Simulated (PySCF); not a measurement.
# SiH2OF (SMILES O[SiH]F): ROCCSD(T)/STO-3G

Aim: the vertical doublet–quartet gap of SiH2OF at ROCCSD(T)/STO-3G, from 2 runs. 

Program for the calculation: PySCF 2.14.0.

12 further runs of the same task are left out: 1 that didn't finish, 11 set aside as unsound or not needed.

## (1) The system as given

SiH2OF has 5 atoms, charge 0, and is taken as a doublet. As SMILES, `O[SiH]F`. Geometry: relaxed at PBE0-D4/def2-TZVP. This is one conformer, not always the lowest.

Bond lengths: O1–Si2 1.636 Å, Si2–F3 1.603 Å, O1–H4 0.959 Å, Si2–H5 1.490 Å. Angles: O1–Si2–F3 110.5°, O1–Si2–H5 105.3°, F3–Si2–H5 107.6°, Si2–O1–H4 119.2°.

## (2) A single-point energy at ROCCSD(T)/STO-3G

Input file run.py:

```python
from pyscf import gto, scf, cc

mol = gto.M(
    atom='''
O       -0.615200      -0.884600      -0.276300
Si       0.283900       0.245700       0.493100
F        0.207000       1.646500      -0.283100
H       -1.564500      -0.765100      -0.338000
H        1.688800      -0.242600       0.404400
''',
    max_memory=1860,
    spin=1,
    basis='sto-3g',
    charge=0,
    verbose=3,
)

myscf = scf.ROHF(mol)
myscf.conv_tol = 1e-10
myscf.kernel()
if not myscf.converged:
    myscf = myscf.newton().run(myscf.mo_coeff, myscf.mo_occ)

mycc = cc.CCSD(myscf, frozen=7)
mycc.kernel()
e_t = mycc.ccsd_t()
e_tot = mycc.e_tot + e_t
print('E(%s) = %.9f' % ('CCSD(T)', e_tot))
```

Run with:

```
$ OMP_NUM_THREADS=1 python run.py
```

Standard output:

```text
converged SCF energy = -458.614010717802

WARN: RCCSD method does not support ROHF method. ROHF object is converted to UHF object and UCCSD method is called.

E(UCCSD) = -458.7157346028583  E_corr = -0.1017238850563064
UCCSD(T) correction = -0.00408996727086039
E(CCSD(T)) = -458.719824570
```

Run time: 0.93 s. Hardware: 1 thread of Arm Neoverse V1, shared host; peak memory 0.12 GiB.

## (3) The quartet

Input file input.xyz:

```xyz
5

O     -0.615200    -0.884600    -0.276300
Si     0.283900     0.245700     0.493100
F      0.207000     1.646500    -0.283100
H     -1.564500    -0.765100    -0.338000
H      1.688800    -0.242600     0.404400
```

Input file input.py:

```python
from pyscf import gto, cc

mol = gto.M(
    atom='input.xyz',
    spin=3,
    verbose=3,
    max_memory=1860,
    basis='sto-3g',
)

myscf = mol.ROHF()
myscf.conv_tol = 1e-10
myscf.kernel()
if not myscf.converged:
    myscf = myscf.newton().run(myscf.mo_coeff, myscf.mo_occ)

mycc = cc.CCSD(myscf, frozen=7)
mycc.kernel()
e_t = mycc.ccsd_t()
e_tot = mycc.e_tot + e_t
print('E(%s) = %.9f' % ('CCSD(T)', e_tot))
```

Run with:

```
$ OMP_NUM_THREADS=1 python input.py
```

Standard output:

```text
converged SCF energy = -458.261614193888

WARN: RCCSD method does not support ROHF method. ROHF object is converted to UHF object and UCCSD method is called.

E(UCCSD) = -458.3445840741168  E_corr = -0.0829698802291382
UCCSD(T) correction = -0.00302726804719925
E(CCSD(T)) = -458.347611342
```

Wall time 1.1 s (1 thread of Arm Neoverse V1, shared host); peak memory 0.12 GiB.

## (4) Outcome

At ROCCSD(T)/STO-3G, 7 core orbitals frozen:

```
                                            quantity          value
                               doublet: total energy  -458.71982 Eh
       doublet: dipole moment (Hartree–Fock density)         1.85 D
doublet: correlation energy (7 core orbitals frozen)     -105.8 mEh
                             doublet: (T) correction      -4.09 mEh
          doublet: ⟨S²⟩ of the reference determinant          0.750
                              doublet: T1 diagnostic          0.018
                               quartet: total energy  -458.34761 Eh
       quartet: dipole moment (Hartree–Fock density)         2.27 D
quartet: correlation energy (7 core orbitals frozen)      -86.0 mEh
                             quartet: (T) correction      -3.03 mEh
          quartet: ⟨S²⟩ of the reference determinant          3.750
                              quartet: T1 diagnostic          0.021
    vertical energy of the quartet above the doublet      10.128 eV
```

At this shape the quartet lies 10.13 eV (234 kcal/mol) above the doublet. In a minimal basis such a difference can be off by several eV, whatever the method. Mulliken charges (doublet) of the mean-field density run from -0.50 on O1 to +0.84 on Si2. The triples (doublet) make up 3.9 % of the correlation energy. The triples (quartet) make up 3.5 % of the correlation energy.
